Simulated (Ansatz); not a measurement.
A made-up structure of C2H2B, doublet:

```xyz
5
angstrom
B 0.8786 -0.7150 0.6260
C 0.0318 -0.0080 0.1021
C -0.9953 0.8796 -0.3996
H -1.4780 1.1471 -1.3046
H 1.6765 -1.3831 1.1153
```

It is relaxed with PBE-D4/def2-SVP and then PBE0-D4/def2-TZVP (Ansatz 0.2.0). Atoms count as bonded within 1.22 times the sum of their covalent radii (H–H: 0.88 Å). The end point is not checked to be a true minimum.

(1) Does its bonding change? (A judgement: the text doesn't fix the answer.)

## Answers

(1) By the calculation: No: no bond forms or breaks.

Where it ends: The first stage lowers the energy by 1.84 eV in 16 steps. It ends as C₂H₂B ([BH][C][CH]):
```tsv
atom	x (Å)	y (Å)	z (Å)
B1	1.0198	-0.9023	0.4078
C2	-0.0102	-0.0068	-0.0739
C3	-0.8607	0.7081	-0.5807
H4	-1.6034	1.3328	-1.0211
H5	1.5681	-1.2114	1.4071
```

Labels in which every atom is bracketed show which atoms are joined, not bond orders.

For scale, one of the runs: PBE0-D4/def2-TZVP relaxation, 105 basis functions, launched by `ansatz run in.yaml --threads 2 --pin off --events-out ev --progress --plain --max-ram 4352MiB`. Hardware: 2 CPU threads of an Intel Xeon Platinum 8488C, shared host. Wall time about 14 s.
